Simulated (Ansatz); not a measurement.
Cubic perovskite BaTiO₃ (cubic high-temperature phase), treated with r²SCAN (Ansatz, a quantum-chemistry and plane-wave program, PAW).

Numerical settings: plane-wave cutoff 560 eV, 8×8×8 k mesh, Fermi–Dirac smearing 0.01 eV, no spin polarisation, scalar-relativistic PAW data made under PBE.

The volume scan:

```csv
V (Å³/atom),E − E_lowest (meV/atom),P (GPa)
11.978,28.96,12.83
12.233,12.40,8.08
12.488,2.98,3.82
12.743,0.00,0.00
12.997,2.77,-3.42
13.252,10.70,-6.49
13.507,23.25,-9.24
```

### Question
Estimate the bulk modulus and its pressure derivative from these points.

### Answer
V0 = 12.743 Å³/atom, B0 = 181 GPa, B′ = 4.5 (fit to the energies at full precision).

Measured, for comparison: bulk modulus 162 GPa (temperature not stated, no zero-point or thermal correction, our sources range from 162 to 173; as tabulated in Matsushita et al. (2011), arXiv:1104.2769). Computed (rounded) less measured: bulk modulus +12 % (+5 % to +12 % over the range).

Note: the relaxation could not lower the start's symmetry, so the cell can be a saddle point above a distorted one.

Spin–orbit coupling is not included.
